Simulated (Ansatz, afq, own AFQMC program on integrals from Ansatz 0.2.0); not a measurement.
Integrals from Ansatz 0.2.0, then the random walk in our own AFQMC program (afq).

```yaml
crystal:
  periodic: [false, false, false]
  atoms:
    - {symbol: C, position_ang: [-1.416392, -0.212398, 0.128535]}
    - {symbol: O, position_ang: [-0.268610, -0.737468, -0.472572]}
    - {symbol: Sn, position_ang: [1.564129, 0.023894, -0.280259]}
    - {symbol: Cl, position_ang: [1.692283, 0.626355, 2.023153]}
    - {symbol: H, position_ang: [-1.866602, 0.600274, -0.472505]}
    - {symbol: H, position_ang: [-1.233132, 0.173029, 1.148574]}
    - {symbol: H, position_ang: [-2.167410, -1.018240, 0.202454]}
    - {symbol: H, position_ang: [2.574934, -1.383146, -0.511681]}
basis:
  gaussian: {orbitals: def2-SVP}
magnetization: {spin_polarized: true, initial_magnetization: 1}
correlation: {method: ccsd_t, electrons: outside_noble_gas, hamiltonian_folder: ham}
```

```sh
$ ansatz run in.yaml --threads 1 --pin off --events-out ev --progress --plain --max-ram 16896MiB --backend cuda --devices 0, --max-vram 18GiB
```

Options of the walk:

```
--method phaseless --trial cisd --walkers 2800 --populations 20 --least-time 60 --time-step 0.005 --steps-per-block 50 --equilibration-blocks 28 --max-blocks 4000 --target-error 0.0003 --factor-cut 1e-05 --start spin_pure --seed 9 --release-times 0.21,0.42,0.63,0.9 --release-step 0.03 --release-every 5 --taylor-order 6
```

Times are imaginary, in 1/Eh. The walk had a cap of 368 s. With eight or more populations the least sampling time is a fifth of least-time, and the error comes from their spread. Filled inner d shells are frozen with the cores. Core potentials past Kr, no spin–orbit coupling.

Output of the walk:

```
orbitals 76  electrons 13 12  factors 649 of 985
reference energy -787.68681524 Eh
CCSD correlation -0.57137747 Eh in 16 cycles, weight of the determinant in the CISD state 0.8073
energy of the start -788.256874 Eh
 block  time / (1/Eh)  mean weight  energy / Eh
     1     0.250  0.9991  -788.239304
     2     0.500  0.9998  -788.248972
     3     0.750  1.0003  -788.256784
     4     1.000  0.9997  -788.264594
     5     1.250  1.0005  -788.266730
    11     2.750  1.0004  -788.273940
    23     5.750  0.9998  -788.274563
    35     8.750  0.9999  -788.274040
    47    11.750  1.0005  -788.274895
    51    12.750  1.0002  -788.270550
    59    14.750  0.9999  -788.274012
    71    17.750  0.9998  -788.272295
    83    20.750  0.9998  -788.272693
    95    23.750  0.9996  -788.274771
    99    24.750  0.9999  -788.277348
   107    26.750  0.9991  -788.275727
   119    29.750  1.0002  -788.273331
error from the spread of 20 populations
released: time / (1/Eh)  energy / Eh  error  mean overlap
  0.21  -788.275013  0.000328  0.9959
  0.42  -788.275092  0.000309  0.9968
  0.63  -788.275677  0.000460  0.9933
  0.90  -788.275536  0.000519  0.9898
energy -788.274555 +/- 0.000280 Eh
(rows thinned)
```

The run passed its tests (sampling time, drift between the halves within three errors, error under three times the target), which doesn't prove that it has relaxed, ending at its cap on processor time. The second half of the sampling lies below the first by 2.0 errors of their difference, so the energy may still be moving and its error bar be too small.

Against this walk (error 7.6 meV) on the same determinant: CCSD(T) 45.1 meV higher. The error is statistical and leaves out the bias of the constraint. Released to 0.90 1/Eh the energy moves by -27 ± 16 meV (both errors), within twice the noise.

Cautions: constraint bias not in the error; no spin-orbit coupling; inner d shell frozen.

The walk took 6.1 min on 1 × NVIDIA H100 80GB HBM3 with 2 threads of AMD EPYC 7R13 Processor (Zen 3), on a shared host (the card was shared). The log's last line is the phaseless energy.
